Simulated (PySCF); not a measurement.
Gas-phase reaction: Al2H6 + 3 C2H4 → 2 Al(CH3)3

Computed with PySCF and rigid-rotor harmonic-oscillator thermochemistry at 1 bar. † marks an energy on the PBE0/def2-TZVP geometry and frequencies; other levels use their own. MP2 and CCSD(T) freeze the core. All species are closed-shell singlets. B3LYP is the form with VWN-RPA correlation. Al2H6: computed as isolated molecules; such fragments, hydroxides, amides, oligomers or adducts are transient or little studied in the gas. MP2 isn't extrapolated to the basis-set limit. CCSD(T) isn't extrapolated to the basis-set limit.

```json
[
 {"level": "B3LYP/def2-TZVP†", "ΔH°(298 K), kJ": "-358"},
 {"level": "BLYP/def2-TZVP†", "ΔH°(298 K), kJ": "(withheld)"},
 {"level": "CCSD(T)/def2-SVP†", "ΔH°(298 K), kJ": "-335"},
 {"level": "MP2/def2-TZVPP†", "ΔH°(298 K), kJ": "-426"},
 {"level": "PBE/def2-SVP", "ΔH°(298 K), kJ": "-398"},
 {"level": "PBE/def2-TZVP†", "ΔH°(298 K), kJ": "(withheld)"},
 {"level": "PBE0/def2-SVP†", "ΔH°(298 K), kJ": "(withheld)"},
 {"level": "PBE0/def2-TZVP", "ΔH°(298 K), kJ": "-421"},
 {"level": "r2SCAN/def2-TZVP†", "ΔH°(298 K), kJ": "-418"},
 {"level": "LDA/def2-TZVP†", "ΔH°(298 K), kJ": "-473"},
 {"level": "ωB97X-V/def2-TZVP†", "ΔH°(298 K), kJ": "(withheld)"}
]
```

Question: Fill in the missing entries.

Answer: 
- BLYP/def2-TZVP†, ΔH°(298 K), kJ: -329
- PBE/def2-TZVP†, ΔH°(298 K), kJ: -400
- PBE0/def2-SVP†, ΔH°(298 K), kJ: -426
- ωB97X-V/def2-TZVP†, ΔH°(298 K), kJ: -409
